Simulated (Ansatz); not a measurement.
# BSiHO (triplet): wave-function methods side by side at distance O2–Si3 = 1.317 Å, cc-pVDZ

Aim: climb from Hartree-Fock through coupled cluster and multireference methods for BSiHO (triplet) at one geometry and basis, and see what each rung misses.

Method: cc-pVDZ, correlated electrons: outside noble gas; program: Ansatz 0.2.0, Gaussian basis.

Plan: UHF; CCSD(T) on ROHF; CCSD(T) on UHF; BCCD(T) on ROHF; CISD; CCSDT(Q) on ROHF; CCSDT(Q) on UHF; CASSCF and MRCISD+Q, 4 electrons in 4 orbitals; CASSCF and NEVPT2, 4 electrons in 4 orbitals.

## 1. The geometry

The geometry derives from a PBE0/def2-TZVP stationary point (not a proven minimum). One bond is set to the value named and the two fragments are kept rigid.

4 atoms, charge 0, spin multiplicity 3.

Atoms are counted from 1 here; the program's logs count them from 0.

Bond lengths: B1–O2 1.301 Å, B1–H4 1.196 Å, O2–Si3 1.317 Å. Angles: O2–B1–H4 128.4°, B1–O2–Si3 176.8°.

In the tables R marks a restricted open-shell determinant and U an unrestricted one; 'pair' is the active space of 4 electrons in 4 orbitals; correlation energies count from the lowest restricted Hartree-Fock solution.

## 2. UHF

Input file in.yaml:

```yaml
crystal:
  periodic: [false, false, false]
  atoms:
    - {symbol: B, position_ang: [0.000005, -0.131266, 1.668298]}
    - {symbol: O, position_ang: [0.000001, -0.013282, 0.372406]}
    - {symbol: Si, position_ang: [-0.000002, 0.031737, -0.943825]}
    - {symbol: H, position_ang: [-0.000003, 0.734441, 2.493761]}
basis:
  gaussian: {orbitals: cc-pVDZ}
magnetization: {spin_polarized: true, initial_magnetization: 2}
hamiltonian: {xc: hf}
output: {orbitals: {seedname: orbitals}}
```

Started as:

```sh
$ ansatz run in.yaml --threads 1 --pin off --events-out ev --progress --plain --max-ram 2393MiB
```

The runs that follow: CCSD(T) on ROHF; CCSD(T) on UHF; BCCD(T) on ROHF; CISD; CCSDT(Q) on ROHF; CCSDT(Q) on UHF; CASSCF and MRCISD+Q, 4 electrons in 4 orbitals; CASSCF and NEVPT2, 4 electrons in 4 orbitals.

Before running them: what should the planned runs give, taken together? Wanted: correlation energy, UCCSDT(Q); RMP2 from UCCSDT(Q); UMP2 from UCCSDT(Q); RCCSD from UCCSDT(Q); RCCSD(T) from UCCSDT(Q); UCCSD(T) from UCCSDT(Q); RCCSDT(Q) from UCCSDT(Q); NEVPT2 pair from UCCSDT(Q); MRCISD+Q pair from UCCSDT(Q).

As calculated:

| quantity | value |
| --- | --- |
| correlation energy, UCCSDT(Q) | -9.2233 eV |
| RMP2 from UCCSDT(Q) | +26.39 kcal/mol |
| UMP2 from UCCSDT(Q) | +26.41 kcal/mol |
| RCCSD from UCCSDT(Q) | +7.06 kcal/mol |
| RCCSD(T) from UCCSDT(Q) | +1.37 kcal/mol |
| UCCSD(T) from UCCSDT(Q) | +1.38 kcal/mol |
| RCCSDT(Q) from UCCSDT(Q) | +0.07 kcal/mol |
| NEVPT2 pair from UCCSDT(Q) | +25.44 kcal/mol |
| MRCISD+Q pair from UCCSDT(Q) | +6.29 kcal/mol |
| levels of the table within 1 kcal/mol (43 meV) | RCCSDT, UCCSDT, RCCSDT(Q) |
| T1 diagnostic | 0.043 |

What this shows: RCCSD(T) misses by +1.37 kcal/mol, 0.6 % of the correlation energy. Of the multireference levels listed MRCISD+Q pair comes nearest in total energy (+6.29 kcal/mol), which doesn't show that its space is the better one. These misses are within one basis, not against nature; the frozen cores of restricted and unrestricted runs differ, which can shift their rows.
